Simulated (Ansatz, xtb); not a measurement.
## BH2O2: which of two isomers lies lower

Structure a: `O[B]O`, a doublet. Structure b: `[O]BO`, a doublet. Both are isolated molecules in the gas phase, relaxed with PBE0-D3(BJ)/def2-SVP; the shapes shown needn't be the lowest conformers.

a (Å):

```xyz
5

B     0.9830    0.2195    1.2422
O    -0.1725    0.8396    1.5443
O     1.4549   -0.1278    0.0307
H    -0.7331    1.0621    0.7848
H     0.8821    0.1019   -0.7174
```

b (Å):

| atom | x (Å) | y (Å) | z (Å) |
| --- | --- | --- | --- |
| B | 0.5642 | 1.0028 | 1.7308 |
| O | -0.7087 | 1.2783 | 1.9958 |
| O | 1.5495 | 0.7667 | 2.6299 |
| H | 0.7995 | 0.9755 | 0.5328 |
| H | 1.2475 | 0.8145 | 3.5440 |

Estimate E(b) − E(a) at the level CCSD(T)/def2-TZVP.

Too close to call at this level: CCSD(T)/def2-TZVP gives E(b) − E(a) = +1.94 kcal/mol.

The same difference at several levels:

```
               level              geometry  E(b) − E(a) (kcal/mol)  departure from the last row (kcal/mol)  job, with rough time for the two
            GFN2-xTB              GFN2-xTB                     −5.80                                   −7.74             optimisation, 0.076 s
           HF/STO-3G              GFN2-xTB                    −25.40                                  −27.35              single point, 0.16 s
  r2SCAN-D4/def2-SVP              GFN2-xTB                     +4.03                                   +2.09               single point, 2.6 s
PBE0-D3(BJ)/def2-SVP  PBE0-D3(BJ)/def2-SVP                     +1.40                                   −0.54                optimisation, 22 s
        HF/def2-TZVP  PBE0-D3(BJ)/def2-SVP                     −7.75                                   −9.69           part of the CCSD(T) run
       MP2/def2-TZVP  PBE0-D3(BJ)/def2-SVP                    +10.34                                   +8.40           part of the CCSD(T) run
   CCSD(T)/def2-TZVP  PBE0-D3(BJ)/def2-SVP                     +1.94                                                        single point, 45 s
```

As drawn, b has 1 B–H in place of 1 O–H.

GFN2-xTB, HF/STO-3G, HF/def2-TZVP put the two in the other order. The largest departure from CCSD(T)/def2-TZVP is that of HF/STO-3G, 27.35 kcal/mol.

With harmonic frequencies from PBE0-D3(BJ)/def2-SVP (ideal gas, rigid rotor, one conformer each, 600 K, 1 atm): on the last row, ΔE + ΔZPE = +0.80, ΔH = +0.59, ΔG = +0.06 kcal/mol.

Open shells are spin-unrestricted. The correlated steps freeze 3 core orbitals. Programs: Ansatz 0.2.0, xtb 6.7.1; the last row on 1 thread of Arm Neoverse V2 on a shared host.
